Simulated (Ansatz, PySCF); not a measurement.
Caution: the restricted solution is unstable towards spin-unrestricted or complex orbitals, so a lower solution exists and this singlet may not be the ground state. This singlet is an excited state, 0.56 eV above the relaxed triplet at the level B3LYP/cc-pVTZ // B3LYP-D3(BJ)/def2-TZVP (Ansatz, a first-principles code).

B3LYP has the VWN-RPA correlation part, as in Gaussian. 

Cartesian coordinates (Å):
SMILES: C[C]C#N
```xyz
7

C     -0.8340     0.2494    -0.0910
C      0.2634    -0.6577     0.2262
C      1.4805    -0.4496    -0.3873
N      2.5622    -0.3807    -0.8255
H     -1.2730    -0.2698    -0.9685
H     -0.5790     1.2597    -0.4263
H     -1.6202     0.2488     0.6633
```
Charge 0, spin multiplicity 1.

Q: Predict the dipole moment, HOMO and HOMO–LUMO gap from B3LYP-D3(BJ)/def2-TZVP (PySCF).

A: 
| Property | Value |
|---|---|
| dipole moment | 3.71 D |
| HOMO | -6.90 eV |
| HOMO–LUMO gap | 2.62 eV |
